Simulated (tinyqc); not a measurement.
Worked calculation: extended Hueckel theory, for NH3. Computed by tinyqc, a small Python program that keeps every step (integrals from PySCF). Settings: charge = 0, K = 1.75, weighted = 1, multiplicity = 1. Command: `OMP_NUM_THREADS=1 python tinyqc.py 28685 28686 out.jsonl` (the two numbers bound the seeds that draw the settings). One thread of a shared host (Intel(R) Xeon(R) Processor @ 2.60GHz), about 0.01 s of CPU time with the checks.

## Overlaps

Geometry (angstrom):
```
atom          x          y         z
N      0.000000   0.000000  0.033000
H      0.942000   0.000000  0.000000
H     -0.471000   0.815000  0.000000
H     -0.471000  -0.815000  0.000000
```

Parameters chosen for this run:
```
element  shell  Slater exponent   H_ii (eV)
N           2s         1.950000  -26.000000
N           2p         1.950000  -13.400000
H           1s         1.300000  -13.600000
```

Slater orbitals, each expanded in six Gaussians scaled to its exponent.

overlap S:
```
           1N 2s     1N 2px     1N 2py     1N 2pz      2H 1s      3H 1s      4H 1s
1N 2s   1.000000   0.000000   0.000000   0.000000   0.527093   0.527541   0.527541
1N 2px  0.000000   1.000000   0.000000   0.000000   0.467411  -0.233989  -0.233989
1N 2py  0.000000   0.000000   1.000000   0.000000   0.000000   0.404886  -0.404886
1N 2pz  0.000000   0.000000   0.000000   1.000000  -0.016374  -0.016394  -0.016394
2H 1s   0.527093   0.467411   0.000000  -0.016374   1.000000   0.188380   0.188380
3H 1s   0.527541  -0.233989   0.404886  -0.016394   0.188380   1.000000   0.188737
4H 1s   0.527541  -0.233989  -0.404886  -0.016394   0.188380   0.188737   1.000000
```

## Wolfsberg-Helmholz matrix

diagonal H_ii (eV): 1N 2s -26.000000, 1N 2px -13.400000, 1N 2py -13.400000, 1N 2pz -13.400000, 2H 1s -13.600000, 3H 1s -13.600000, 4H 1s -13.600000

K = 1.750000

H_ij = K' S_ij (H_ii + H_jj)/2 for i != j (the diagonal keeps H_ii), with K' = K + D^2 + D^4 (1 - K), D = (H_ii - H_jj)/(H_ii + H_jj), K = 1.75.

H (eV):
```
             1N 2s      1N 2px      1N 2py      1N 2pz       2H 1s       3H 1s       4H 1s
1N 2s   -26.000000    0.000000    0.000000    0.000000  -19.211810  -19.228154  -19.228154
1N 2px    0.000000  -13.400000    0.000000    0.000000  -11.042934    5.528169    5.528169
1N 2py    0.000000    0.000000  -13.400000    0.000000    0.000000   -9.565728    9.565728
1N 2pz    0.000000    0.000000    0.000000  -13.400000    0.386854    0.387324    0.387324
2H 1s   -19.211810  -11.042934    0.000000    0.386854  -13.600000   -4.483451   -4.483451
3H 1s   -19.228154    5.528169   -9.565728    0.387324   -4.483451  -13.600000   -4.491949
4H 1s   -19.228154    5.528169    9.565728    0.387324   -4.483451   -4.491949  -13.600000
```

## Orbitals

valence electrons = 8

Solve H C = S C e through S^(-1/2); fill by pairs from the bottom, a degenerate level sharing its electrons equally; each orbital has its largest coefficient positive (the first on a tie).

orbital energies (eV): -28.829104  -16.793190  -16.791790  -13.402711  7.492370  7.509866  33.448395

occupations: 2.000000  2.000000  2.000000  2.000000  0.000000  0.000000  0.000000

coefficients:
```
             MO1        MO2        MO3        MO4        MO5        MO6        MO7
1N 2s   0.712467   0.000117   0.000000   0.015606   0.001741   0.000000   1.425601
1N 2px  0.000058   0.619738   0.000000  -0.000010   1.137490   0.000000  -0.002656
1N 2py  0.000000   0.000000   0.619919   0.000000   0.000000   1.137520   0.000000
1N 2pz  0.002772   0.000009   0.000000   0.999686  -0.000052   0.000000  -0.045899
2H 1s   0.167088   0.438890   0.000000  -0.005396  -1.089969   0.000000  -0.763856
3H 1s   0.167252  -0.219311   0.379953  -0.005389   0.543263  -0.943388  -0.767590
4H 1s   0.167252  -0.219311  -0.379953  -0.005389   0.543263   0.943388  -0.767590
```

sum of one-electron energies = -151.633589 eV

## Mulliken analysis

P = C n C^T; charge = valence electrons (N 5, H 1) minus the sum of (P S)_ii on the atom; overlap population = 2 sum P_ij S_ij between two atoms.

charges: 1N -0.691325, 2H 0.230405, 3H 0.230460, 4H 0.230460

Overlap populations:
```
pair      value
2-1    0.759800
3-1    0.760211
3-2   -0.051449
4-1    0.760211
4-2   -0.051449
4-3   -0.051536
```
